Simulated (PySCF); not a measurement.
Li₂, SMILES [Li][Li]. Geometry: PBE-D3(BJ)/def2-TZVPD.

Computed equilibrium geometry at PBE-D3(BJ)/def2-TZVPD (PySCF confirms it by a frequency run) as Cartesian coordinates in Å, and its point group:
point group D∞h.
```xyz
2

Li     0.0000     0.0000    -1.3729
Li     0.0000     0.0000     1.3729
```
Charge 0, spin multiplicity 1.
